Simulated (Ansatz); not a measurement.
Input file:

```yaml
crystal:
  periodic: [false, false, false]
  atoms:
    - {symbol: As, position_ang: [0.000180, 0.000018, -0.032875]}
    - {symbol: H, position_ang: [1.259297, 0.013995, 0.821503]}
    - {symbol: H, position_ang: [-0.648855, 1.086822, 0.811601]}
    - {symbol: H, position_ang: [-0.623856, -1.102121, 0.810570]}
basis:
  gaussian: {orbitals: 6-31G}
magnetization: {spin_polarized: false, initial_magnetization: 2}
correlation: {active_space: {ras: {orbitals: [3, 2, 16], electrons: 9, max_holes: 2, max_particles: 2}, fixed_orbitals: true}}
scf: {lower_state_search: off}
```

```sh
$ ansatz run in.yaml --threads 1 --pin off --events-out ev --progress --plain --max-ram 2393MiB
```

(1) What does the program do with this input?

Results:

(1) Stopped by an error. The input was made wrong on purpose (electron count of the space is wrong), so the run isn't a sound calculation of what was asked.
```
these checks for a lower state are left out or cut short: stability, starts, cluster_reference, orbital_swaps, neighbouring_geometries, increment
349 factors; integrals over basis functions are off by at most 3.2e-4 eV
mean field evaluation 1: about -60826.0563 eV, gradient 8.8e0 eV
mean field evaluation 2: about -60826.1538 eV, gradient 8.9e0 eV
mean field evaluation 4: about -60826.5901 eV, gradient 1.2e0 eV
mean field evaluation 8: about -60826.5945 eV, gradient 5.0e-2 eV
mean field evaluation 16: about -60826.6255 eV, gradient 3.3e-2 eV
mean field -60826.62562576 eV, -2235.3372619792 hartree, gradient 3.8e-6 eV, S^2 2.000000; 0 other end points of the search recorded, 0 dependent functions left out
reference -60826.62562576 eV, -2235.3372619792 hartree; 19, 17 occupied and 16, 18 virtual orbitals, 349 factors
Error: 9 electrons in 21 orbitals form no window around the highest filled level of the reference
```
